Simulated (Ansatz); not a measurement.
**Other spins and charges of CH3⁺, singlet at one geometry**

Geometry (PBE0/def2-TZVP stationary point for this spin, not checked as a minimum):

```yaml
atoms:
  - { symbol: C, position_ang: [0.0000, 0.0000, 0.0000] }
  - { symbol: H, position_ang: [1.0932, 0.0139, -0.0002] }
  - { symbol: H, position_ang: [-0.5586, 0.9397, -0.0028] }
  - { symbol: H, position_ang: [-0.5345, -0.9536, 0.0030] }
```

Basis cc-pVTZ; Ansatz 0.2.0. Only valence electrons are correlated (noble-gas cores frozen). R marks a restricted (for open shells ROHF) determinant, U an unrestricted one. Active spaces: valence = (6e, 7o) chosen from the atoms' valence shells.

Gaps are energies of the second state less the first, at fixed atoms, for a selection of the levels run; each method lands on the state that its own search finds for that charge and spin.

HF rows: RHF is the determinant under the cluster runs. Coupled cluster chose its determinant by a search with trial CCSD, here up to 0.08 eV above the lowest Hartree–Fock solution of its kind, and MP2 stands on that determinant too.

Triplet less singlet: 5.128 eV at UCCSDT(Q).

| level | gap (eV) | error (meV) |
| --- | --- | --- |
| RHF | 5.092 | -36 |
| RMP2 | 5.106 | -22 |
| UMP2 | 5.133 | 5 |
| RCCSD(T) | 5.134 | 6 |
| UCCSD(T) | 5.133 | 5 |
| RCCSDT | 5.131 | 3 |
| CASSCF (valence space) | 5.377 | 249 |
| NEVPT2 (valence space) | 5.063 | -65 |
| MRCISD+Q (valence space) | 5.142 | 14 |
| wB97M-V | 5.076 | -52 |

Full CI isn't at hand for all of this; UCCSDT(Q) serves as the reference, and is uncertain by the last step of the cluster series or more. The frozen core follows each run's orbitals, which can shift R against U totals by a few meV.
